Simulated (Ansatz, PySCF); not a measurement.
Potential energy surface of H₂N, doublet: symmetric bend, bond length relaxed. Scanned: H-N-H angle. Other coordinates (N-H bond length) were minimised at PBE0/def2-TZVP.

PBE = unrestricted PBE/def2-TZVP run with PySCF; B3LYP = PySCF with unrestricted B3LYP/def2-TZVP; CCSD(T)/aug-cc-pVQZ = Ansatz (an electronic-structure program) with CCSD(T) on UHF/aug-cc-pVQZ, frozen core.

Energies relative to the lowest point of each profile, in kcal/mol; the last columns give the difference from CCSD(T):

```tsv
a / °	PBE	B3LYP	CCSD(T)/aug-cc-pVQZ	PBE − CCSD(T)/aug-cc-pVQZ	B3LYP − CCSD(T)/aug-cc-pVQZ
180	31.5	31.7	33.4	-1.9	-1.7
169.60	30.1	30.3	31.9	-1.8	-1.5
161.60	27.3	27.5	28.7	-1.4	-1.3
153.60	23.4	23.4	24.4	-1.0	-1.0
145.60	18.6	18.5	19.2	-0.6	-0.7
137.60	13.6	13.4	13.8	-0.3	-0.5
129.60	8.7	8.5	8.8	0.0	-0.3
121.60	4.6	4.4	4.5	0.1	-0.2
113.60	1.6	1.4	1.5	0.1	-0.1
105.60	0.0	0.0	0.0	0.0	0.0
97.60	0.2	0.4	0.3	-0.2	0.1
89.60	2.3	2.9	2.7	-0.5	0.1
81.60	6.5	7.5	7.4	-0.8	0.1
73.60	13.1	14.6	14.4	-1.3	0.2
65.60	22.0	24.1	23.9	-1.9	0.2
60	29.8	32.3	32.1	-2.3	0.2
```

PBE is furthest from CCSD(T)/aug-cc-pVQZ at 60 (-2.3 kcal/mol, below); its mean absolute difference over the points is 0.9 kcal/mol.

B3LYP is furthest from CCSD(T)/aug-cc-pVQZ at 180 (-1.7 kcal/mol, below); its mean absolute difference over the points is 0.5 kcal/mol.
